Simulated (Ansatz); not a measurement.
# BNH (quartet): from Hartree-Fock to the top rungs at scale of all distances = 1.476, cc-pVDZ

Aim: climb from Hartree-Fock through coupled cluster and multireference methods for BNH (quartet) at one geometry and basis, and see what each rung misses.

Computed with Ansatz 0.2.0, Gaussian basis. Level: cc-pVDZ, core rule «outside noble gas», up to 2 orbitals frozen.

The runs, in order: UHF; CCSD(T) on ROHF; CCSD(T) on UHF; BCCD(T) on ROHF; CISD; CCSDT(Q) on ROHF; CCSDT(Q) on UHF; CASSCF and MRCISD+Q, 5 electrons in 5 orbitals; CASSCF and NEVPT2, 5 electrons in 5 orbitals; CASSCF and MRCISD+Q, 9 electrons in 9 orbitals; CASSCF and MRCISD+Q(relaxed), 9 electrons in 9 orbitals; CASSCF and NEVPT2, 9 electrons in 9 orbitals.

13 further runs of the same task are left out: 1 for a mislabelled method, 10 that didn't finish, 2 set aside as unsound or not needed.

### 1 What is computed

The geometry derives from a PBE0/def2-TZVP stationary point (not a proven minimum). All distances are scaled together.

3 atoms, charge 0, spin multiplicity 4.

Atoms are counted from 1 here; the program's logs count them from 0.

No contacts short enough for the rule that draws bonds.

### 2 UHF

Input file in.yaml:

```yaml
crystal:
  periodic: [false, false, false]
  atoms:
    - {symbol: B, position_ang: [0.000000, 0.117714, 1.274932]}
    - {symbol: N, position_ang: [0.000000, -0.173603, -0.867780]}
    - {symbol: H, position_ang: [0.000000, 1.149870, -1.615731]}
basis:
  gaussian: {orbitals: cc-pVDZ}
magnetization: {spin_polarized: true, initial_magnetization: 3}
hamiltonian: {xc: hf}
output: {orbitals: {seedname: orbitals}}
```

The run is started by

```console
> ansatz run in.yaml --threads 1 --pin off --events-out ev --progress --plain --max-ram 2393MiB
```

After this run come: CCSD(T) on ROHF; CCSD(T) on UHF; BCCD(T) on ROHF; CISD; CCSDT(Q) on ROHF; CCSDT(Q) on UHF; CASSCF and MRCISD+Q, 5 electrons in 5 orbitals; CASSCF and NEVPT2, 5 electrons in 5 orbitals; CASSCF and MRCISD+Q, 9 electrons in 9 orbitals; CASSCF and MRCISD+Q(relaxed), 9 electrons in 9 orbitals; CASSCF and NEVPT2, 9 electrons in 9 orbitals.

Before running them: what should the planned runs give, taken together? Wanted: RCCSDT(Q) below the RHF energy; RMP2 from RCCSDT(Q); UMP2 from RCCSDT(Q); RCCSD from RCCSDT(Q); RCCSD(T) from RCCSDT(Q); UCCSD(T) from RCCSDT(Q); UCCSDT(Q) from RCCSDT(Q); NEVPT2 pair from RCCSDT(Q); MRCISD+Q pair from RCCSDT(Q).

As calculated:

| quantity | value |
| --- | --- |
| RCCSDT(Q) below the RHF energy | -6.3963 eV |
| RMP2 from RCCSDT(Q) | +1637.3 meV |
| UMP2 from RCCSDT(Q) | +1841.8 meV |
| RCCSD from RCCSDT(Q) | +250.6 meV |
| RCCSD(T) from RCCSDT(Q) | +63.0 meV |
| UCCSD(T) from RCCSDT(Q) | +80.4 meV |
| UCCSDT(Q) from RCCSDT(Q) | +1.2 meV |
| NEVPT2 pair from RCCSDT(Q) | +1262.1 meV |
| MRCISD+Q pair from RCCSDT(Q) | -3.3 meV |
| NEVPT2 valence from RCCSDT(Q) | +752.5 meV |
| levels within 1 kcal/mol (43 meV) | RCCSDT, UCCSDT, UCCSDT(Q), MRCISD+Q pair, MRCISD+Q valence, MRCISD+Q(relaxed) valence |
| T1 diagnostic | 0.052 |
| effectively unpaired electrons | 3.20 |

What this shows: RCCSD(T) misses by +63.0 meV, 1.0 % of the correlation energy. The occupations show some static correlation. Of the multireference levels listed MRCISD+Q pair comes nearest in total energy (-3.3 meV), which doesn't show that its space is the better one. Coupled cluster took another determinant than the lowest Hartree-Fock one. These misses are within one basis, not against nature; the frozen cores of restricted and unrestricted runs differ, which can shift their rows.
